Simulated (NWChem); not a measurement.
Everything below was run with NWChem. System: O (-1), charge -1, spin multiplicity 2. Its SCF solution wasn't tested for a lower state. Level: UHF/def2-TZVPD.

Part of the output:

```
             Northwest Computational Chemistry Package (NWChem) 7.3.0
             --------------------------------------------------------

                                NWChem Input Module
                                -------------------

 Scaling coordinates for geometry "geometry" by  1.889725989
 (inverse scale =  0.529177249)

                             Geometry "geometry" -> ""
                             -------------------------

 Output coordinates in angstroms (scale by  1.889725989 to convert to a.u.)

  No.       Tag          Charge          X              Y              Z
 ---- ---------------- ---------- -------------- -------------- --------------
    1 O                    8.0000     0.00000000     0.00000000     0.00000000

 Effective nuclear repulsion energy (a.u.)       0.0000000000

            Nuclear Dipole moment (a.u.)
            ----------------------------
        X                 Y               Z
 ---------------- ---------------- ----------------
     0.0000000000     0.0000000000     0.0000000000

      Symmetry information
      --------------------

 Group name             D2h
 Group number             26
 Group order               8
 No. of unique centers     1

      Symmetry unique atoms

     1


 Summary of "ao basis" -> "" (spherical)
 ------------------------------------------------------------------------------
       Tag                 Description            Shells   Functions and Types
 ---------------- ------------------------------  ------  ---------------------
 *                         def2-tzvpd                 on all atoms

 Summary of "ao basis" -> "ao basis" (spherical)
 ------------------------------------------------------------------------------
       Tag                 Description            Shells   Functions and Types
 ---------------- ------------------------------  ------  ---------------------
 O                         def2-tzvpd               14       40   6s4p3d1f

                                 NWChem SCF Module
                                 -----------------

  ao basis        = "ao basis"
  functions       =    40
  atoms           =     1
  alpha electrons =     5
  beta  electrons =     4
  charge          =  -1.00
  wavefunction    = UHF
  use symmetry    = T
  symmetry adapt  = T

 Summary of "ao basis" -> "ao basis" (spherical)
 ------------------------------------------------------------------------------
       Tag                 Description            Shells   Functions and Types
[...]
              MO Center= -3.5D-39, -2.5D-34,  2.9D-21, r^2= 1.0D+00
   Bfn.  Coefficient  Atom+Function         Bfn.  Coefficient  Atom+Function
  ----- ------------  ---------------      ----- ------------  ---------------
     9      0.424222  1 O  pz                12      0.378758  1 O  pz
    15      0.325860  1 O  pz                18      0.169548  1 O  pz

 Vector    4  Occ=1.000000D+00  E=-7.951472D-02  Symmetry=b2u
              MO Center=  3.2D-39,  2.3D-20,  2.9D-34, r^2= 1.0D+00
   Bfn.  Coefficient  Atom+Function         Bfn.  Coefficient  Atom+Function
  ----- ------------  ---------------      ----- ------------  ---------------
     8      0.424222  1 O  py                11      0.378758  1 O  py
    14      0.325860  1 O  py                17      0.169548  1 O  py

 Vector    5  Occ=0.000000D+00  E= 3.020211D-01  Symmetry=b3u
              MO Center= -2.1D-22,  1.3D-40,  1.4D-40, r^2= 7.6D+00
   Bfn.  Coefficient  Atom+Function         Bfn.  Coefficient  Atom+Function
  ----- ------------  ---------------      ----- ------------  ---------------
    16      1.118231  1 O  px                13     -0.269204  1 O  px

 Vector    6  Occ=0.000000D+00  E= 3.417423D-01  Symmetry=b1u
              MO Center= -5.7D-41, -7.8D-41, -1.5D-22, r^2= 8.3D+00
   Bfn.  Coefficient  Atom+Function         Bfn.  Coefficient  Atom+Function
  ----- ------------  ---------------      ----- ------------  ---------------
    18      1.235919  1 O  pz                15     -0.589256  1 O  pz
     9     -0.164679  1 O  pz

 Vector    7  Occ=0.000000D+00  E= 3.417423D-01  Symmetry=b2u
              MO Center=  4.3D-33, -2.2D-22, -6.4D-33, r^2= 8.3D+00
   Bfn.  Coefficient  Atom+Function         Bfn.  Coefficient  Atom+Function
  ----- ------------  ---------------      ----- ------------  ---------------
    17      1.235919  1 O  py                14     -0.589256  1 O  py
     8     -0.164679  1 O  py

 center of mass
 --------------
 x =   0.00000000 y =   0.00000000 z =   0.00000000

 moments of inertia (a.u.)
 ------------------
           0.000000000000           0.000000000000           0.000000000000
           0.000000000000           0.000000000000           0.000000000000
           0.000000000000           0.000000000000           0.000000000000

  Mulliken analysis of the total density
  --------------------------------------

    Atom       Charge   Shell Charges
 -----------   ------   -------------------------------------------------------
    1 O    8     9.00   0.79  1.18  0.60  0.96  0.43  0.03  1.73  1.82  1.18  0.27  0.00  0.00  0.00  0.00

  Mulliken analysis of the alpha density
  --------------------------------------

    Atom       Charge   Shell Charges
 -----------   ------   -------------------------------------------------------
    1 O    8     5.00   0.40  0.59  0.31  0.49  0.20  0.01  1.10  1.14  0.66  0.10  0.00  0.00  0.00  0.00

   Mulliken analysis of the beta density
   -------------------------------------

    Atom       Charge   Shell Charges
 -----------   ------   -------------------------------------------------------
    1 O    8     4.00   0.40  0.59  0.29  0.47  0.23  0.02  0.63  0.68  0.52  0.17  0.00  0.00  0.00  0.00

   Mulliken analysis of the spin density
   -------------------------------------

    Atom       Charge   Shell Charges
 -----------   ------   -------------------------------------------------------
    1 O    8     1.00   0.00 -0.00  0.02  0.02 -0.03 -0.01  0.47  0.46  0.14 -0.07 -0.00 -0.00 -0.00  0.00

       Multipole analysis of the density wrt the origin
       ------------------------------------------------

     L   x y z        total         alpha         beta         nuclear
     -   - - -        -----         -----         ----         -------
     0   0 0 0     -1.000000     -5.000000     -4.000000      8.000000

     1   1 0 0     -0.000000     -0.000000     -0.000000      0.000000
     1   0 1 0      0.000000      0.000000      0.000000      0.000000
     1   0 0 1     -0.000000     -0.000000      0.000000      0.000000

     2   2 0 0     -5.249637     -3.178791     -2.070846      0.000000
     2   1 1 0      0.000000      0.000000     -0.000000      0.000000
     2   1 0 1      0.000000      0.000000     -0.000000      0.000000
     2   0 2 0     -6.941018     -3.304101     -3.636918      0.000000
     2   0 1 1      0.000000      0.000000      0.000000      0.000000
     2   0 0 2     -6.941018     -3.304101     -3.636918      0.000000

 Task  times  cpu:        0.1s     wall:        0.1s

 Total times  cpu:        0.1s     wall:        0.1s
```

Problem. Write an NWChem input that would produce this output.

Solution. One answer among several that fit: 
```
start mol
memory heap 200 mb stack 900 mb global 1100 mb
charge -1
geometry units angstroms nocenter noautoz
  O      0.000000     0.000000     0.000000
  symmetry group D2h
end
basis spherical
  * library def2-tzvpd
end
scf
  uhf
  nopen 1
  maxiter 100
  thresh 1e-7
  semidirect memsize 60000000 filesize 0
  # guess.movecs holds the orbitals of an unrestricted PBE0 run
  vectors input guess.movecs output mol.movecs
end
task scf energy
```
